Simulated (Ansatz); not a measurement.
# C2H4, singlet in cc-pVDZ: errors against RCCSDTQ

Geometry: MP2(full)/6-31G*, from the G2/97 set.

```yaml
atoms:
  - { symbol: C, position_ang: [0.0000, 0.0000, 0.6675] }
  - { symbol: C, position_ang: [0.0000, 0.0000, -0.6675] }
  - { symbol: H, position_ang: [0.0000, 0.9228, 1.2377] }
  - { symbol: H, position_ang: [0.0000, -0.9228, 1.2377] }
  - { symbol: H, position_ang: [0.0000, 0.9228, -1.2377] }
  - { symbol: H, position_ang: [0.0000, -0.9228, -1.2377] }
```

Basis cc-pVDZ; Ansatz 0.2.0. Correlated methods freeze the noble-gas cores, which leaves 12 electrons in 46 orbitals. Prefix R: restricted or restricted open-shell reference. Active spaces: valence = (12e, 12o) chosen from the atoms' valence shells.

Full CI isn't at hand for all of this; RCCSDTQ serves as the reference, and is uncertain by about the last step of the cluster series.

```
UHF ⟨S²⟩                          : 0.003
T1 diagnostic (RCCSD)             : 0.0100
largest doubles amplitude (RCCSD) : 0.137
```

```tsv
level	E − E(RCCSDTQ) (kJ/mol)	share of correlation (%)	wall time
RHF	830.2	0.00	–
RMP2	108.3	86.96	–
CISD	94.1	88.66	3 s
RCCSD	29.0	96.51	–
RCCSD(T)	3.2	99.62	0.46 s
BCCD(T)	3.2	99.61	0.83 s
RCCSDT	1.5	99.81	–
RCCSDT(Q)	-0.1	100.01	16 s
CASSCF (valence space)	453.6	45.36	–
NEVPT2 (valence space)	100.7	87.87	43 s (H100)
MRCISD (valence space)	26.8	96.77	–
MRCISD+Q (valence space)	2.1	99.74	19 s (H100)
```

The correlation energy at RCCSDTQ, counted from RHF, is -8.604 eV. That run took 22 s on 2 threads of AMD EPYC 7R13 with a shared H100 80 GB, shared host.

Times hold each run's SCF and search for its determinant on a shared host, so for small cases they say little of a method's own cost; rows without a card ran on 1 thread of AMD EPYC 7R13.

Natural occupations of CASSCF (valence space) about the gap: 1.980 1.978 1.977 1.976 1.928 0.073 0.023 0.022 0.021 0.019; effectively unpaired electrons, Σ n²(2−n)², 0.06.

Atomization energy (electronic, same basis, no zero-point term; atoms at the same level, unrestricted beside the R rows where the molecule is a closed shell, with restricted open-shell steps beyond CCSDT(Q)) at RCCSDTQ: 2199.1 kJ/mol. Errors of other levels:

| level | error (kJ/mol) |
| --- | --- |
| RHF | -440.8 |
| RMP2 | 9.3 |
| CISD | -85.0 |
| RCCSD | -22.4 |
| RCCSD(T) | -1.5 |
| BCCD(T) | -1.3 |
| RCCSDT | -1.5 |
| RCCSDT(Q) | 0.0 |
| CASSCF (valence space) | -140.2 |
| NEVPT2 (valence space) | -25.3 |
| MRCISD (valence space) | -23.0 |
| MRCISD+Q (valence space) | -7.6 |

This basis is far from its limit, so the value isn't to be set against a measured one. Truncated CI isn't size-consistent, which counts against it in atomization.
